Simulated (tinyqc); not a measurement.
Ways to converge the cycle: SCF convergence aids in the sto-6g basis, for NH3, spin multiplicity 1. Computed by the program tinyqc with PySCF. RHF with one setting changed at a time; a run stops when the energy changes by less than 1e-09 hartree and the error matrix is below 1e-5. The start is the Wolfsberg-Helmholz matrix. Damping d keeps d of the old density; a shift (hartree) raises the virtual levels; DIIS n extrapolates F over n matrices.

Geometry (angstrom):

| atom | x | y | z |
|---|---|---|---|
| N | 0.0000 | 0.0000 | 0.3460 |
| H | 1.1970 | 0.0000 | 0.0000 |
| H | -0.5990 | 1.0370 | 0.0000 |
| H | -0.5990 | -1.0370 | 0.0000 |

lowest restricted solution found by these runs and by PySCF = -55.875431 hartree

Largest element of the error matrix X^T (FDS - SDF) X:

| iteration | plain | damping 0.3 | damping 0.6 | shift 0.4 | DIIS 3 | DIIS 8 |
|---|---|---|---|---|---|---|
| 1 | 5.3e-01 | 5.3e-01 | 5.3e-01 | 5.3e-01 | 5.3e-01 | 5.3e-01 |
| 2 | 1.6e-01 | 1.4e-01 | 2.8e-01 | 1.0e-01 | 1.6e-01 | 1.6e-01 |
| 3 | 5.2e-02 | 5.9e-02 | 1.6e-01 | 6.1e-02 | 2.8e-02 | 2.8e-02 |
| 4 | 1.7e-02 | 3.3e-02 | 9.3e-02 | 3.3e-02 | 1.0e-02 | 1.0e-02 |
| 5 | 5.3e-03 | 1.8e-02 | 5.9e-02 | 2.1e-02 | 3.0e-03 | 2.7e-03 |
| 6 | 2.7e-03 | 1.1e-02 | 3.9e-02 | 1.4e-02 | 9.6e-04 | 1.2e-04 |
| 8 | 7.5e-04 | 4.3e-03 | 2.3e-02 | 6.1e-03 | 2.2e-05 | 1.8e-07 |
| 10 | 2.1e-04 | 1.8e-03 | 1.3e-02 | 2.9e-03 | 2.9e-06 | - |
| 14 | 1.8e-05 | 3.5e-04 | 4.8e-03 | 6.9e-04 | - | - |
| 20 | - | 3.3e-05 | 1.2e-03 | 8.5e-05 | - | - |
| 30 | - | - | 1.5e-04 | - | - | - |

How each run ends:

| run | iterations | E (hartree) | state |
|---|---|---|---|
| plain | 16 | -55.87543 | lowest found |
| damping 0.3 | 24 | -55.87543 | lowest found |
| damping 0.6 | 44 | -55.87543 | lowest found |
| shift 0.4 | 27 | -55.87543 | lowest found |
| DIIS 3 | 10 | -55.87543 | lowest found |
| DIIS 8 | 8 | -55.87543 | lowest found |

What does the comparison show, and why?

6 of 6 runs reach the lowest restricted solution found, in 8 to 44 iterations (fastest: DIIS 8). Plain steps already contract here, so damping only slows them. DIIS 3 and DIIS 8 gain by cancelling the error over several earlier matrices, much as a quasi-Newton step does.
